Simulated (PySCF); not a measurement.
Vibration and rotation of SN

ROHF-CCSD(T) constants of SN, ²Π (doublet), unpaired electrons π ↑ (S 6-31G(d,p), N 6-31G(d,p); no relativity (PySCF 2.14); masses 31.9721 and 14.0031 u):

| Property | Result |
| --- | --- |
| ωe | 1181.4 cm⁻¹ |
| ωexe | 7.64 cm⁻¹ |
| Be | 0.74232 cm⁻¹ |
| αe | 0.00608 cm⁻¹ |
| D (centrifugal) | 1.17e-06 cm⁻¹ |
| De to S + N | 3.89 eV |

Q: Give the vibrational terms G(v) and spacings up to v = 6.

A: G(v) = ωe(v+½) − ωexe(v+½)².

```tsv
v	G(v) (cm⁻¹)	G(v) − G(v−1)	Bv (cm⁻¹)
0	588.8		0.7393
1	1754.9	1166.1	0.7332
2	2905.8	1150.8	0.7271
3	4041.3	1135.6	0.7210
4	5161.6	1120.3	0.7150
5	6266.6	1105.0	0.7089
6	7356.3	1089.7	0.7028
```

Q: How well does the Morse estimate ωe²/(4ωexe) reproduce De, and what is D0?

A: It gives 5.66 eV, 146 % of the computed De. D0 = De − G(0) = 3.89 − 0.07 = 3.82 eV.

Correlated steps freeze 6 core orbitals. Correlated levels converge slowly with the basis: in double zeta they bind strong bonds too weakly, by up to about 1 eV, and carry superposition errors of some tenths. The state is the lowest determinant that a PBE0 search found; another state may lie lower at other levels.
